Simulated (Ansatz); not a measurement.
# C5: the cost of one run

Computed with Ansatz 0.2.0 (the levels named in each step, unless a step's input says otherwise).

## (1) The system as given

Bond lengths: C1–C2 1.280 Å, C2–C3 1.300 Å, C3–C4 1.300 Å, C4–C5 1.280 Å. Angles: C1–C2–C3 180.0°, C2–C3–C4 180.0°, C3–C4–C5 180.0°.

Structure file:

```xyz
5

C     0.0000    0.0000   -2.5804
C     0.0000    0.0000   -1.3004
C     0.0000    0.0000    0.0000
C     0.0000    0.0000    1.3005
C     0.0000    0.0000    2.5803
```

## (2) A rough first relaxation, PBE-D4/def2-SVPD

Input file input.yaml:

```yaml
crystal:
  periodic: [false, false, false]
  atoms:
    - { symbol: C, position_ang: [0.0, 0.0, -2.58039] }
    - { symbol: C, position_ang: [0.0, 0.0, -1.30036] }
    - { symbol: C, position_ang: [0.0, 0.0, 3.0e-05] }
    - { symbol: C, position_ang: [0.0, 0.0, 1.30045] }
    - { symbol: C, position_ang: [0.0, 0.0, 2.58027] }
magnetization:
  spin_polarized: true
  initial_magnetization: 1
total_charge: -1
basis:
  gaussian: { orbitals: def2-SVPD }
hamiltonian:
  xc: pbe
  dispersion: d4
relax:
  f_tol: 0.03
  max_steps: 200
```

Started as:

```sh
> ansatz run input.yaml --threads 4 --pin off --max-ram 10240MiB --backend cpu --events-out ev --progress --plain --runs-dir out
```

Q: Estimate wall time and peak memory on 4 threads of AMD EPYC (Zen 3), shared host.

About 60 s, with a peak of 0.22 GiB.
